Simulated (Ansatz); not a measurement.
Reaction (SMILES): C=[C]Cl → [C-](Cl)=C (an electron is taken up)
B3LYP-D3(BJ)/def2-TZVP geometries, fixed; electronic energies without zero-point terms; positive where energy is released.

Basis-set convergence of the adiabatic electron affinity at MP2 with Ansatz (an electronic-structure program). Cartesian d functions, on some or all atoms, in 6-31G*, 6-311G**, 6-311+G**; all else is spherical. Cores are frozen. An unrestricted Hartree-Fock determinant is markedly spin-contaminated. Open shells are unrestricted. No added dispersion term, no relativity. Functions are those of the species that has most. Reference: Hartree-Fock in aug-cc-pV(Q+d)Z plus the correlation part extrapolated as X^-3 from aug-cc-pV(T+d)Z and aug-cc-pV(Q+d)Z, 2.025 eV, itself unsure by roughly 0.020 eV (a third of the extrapolation step and of the last Hartree-Fock step). Deviations are taken from unrounded values.

```tsv
basis	functions	adiabatic electron affinity (eV)	minus reference (eV)
pcseg-0	35	1.517	-0.507
def2-SV(P)	50	0.950	-1.075
6-31G*	53	0.951	-1.073
def2-SVP	56	0.978	-1.046
6-311G**	75	1.438	-0.587
6-311+G**	87	1.668	-0.356
aug-pcseg-1	91	1.904	-0.121
aug-cc-pV(D+d)Z	96	1.907	-0.118
cc-pV(T+d)Z	127	1.643	-0.382
aug-pcseg-2	188	1.872	-0.152
aug-cc-pV(T+d)Z	193	1.946	-0.078
def2-QZVPP	244	1.896	-0.129
aug-cc-pV(Q+d)Z	341	1.984	-0.041
```
